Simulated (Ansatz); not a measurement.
SnSe (Pnma, No. 62), treated with LDA (Ansatz, a quantum-chemistry and plane-wave program, plane waves, PAW).

Run with plane-wave cutoff 520 eV, 4×8×8 k mesh (along the axes of the cell as run), Fermi–Dirac smearing 0.01 eV, scalar-relativistic PAW data made under PBE.

Cell (relaxed at this level):

```yaml
crystal:
  lattice:
    - [11.31057, 0.00000, 0.00000]
    - [0.00000, 4.11429, 0.00000]
    - [0.00000, 0.00000, 4.32025]
  atoms:
    - { symbol: Se, position: [0.85760, 0.25000, 0.47563] }
    - { symbol: Se, position: [0.64240, 0.75000, 0.97563] }
    - { symbol: Se, position: [0.35760, 0.25000, 0.02437] }
    - { symbol: Se, position: [0.14240, 0.75000, 0.52437] }
    - { symbol: Sn, position: [0.11715, 0.25000, 0.09597] }
    - { symbol: Sn, position: [0.38285, 0.75000, 0.59597] }
    - { symbol: Sn, position: [0.61715, 0.25000, 0.40403] }
    - { symbol: Sn, position: [0.88285, 0.75000, 0.90403] }
```

### Question
Predict the band gap, Γ–Γ gap and bulk modulus.

### Answer

- band gap: 0.44 eV (on the SCF k mesh)
- Γ–Γ gap: 1.09 eV
- bulk modulus: 40.7 GPa

Note: the bulk modulus is −V dP/dV from two relaxed cells at ±2 % in volume.

Spin–orbit coupling is not included.

Cost on a shared machine: roughly 9 core-minutes.
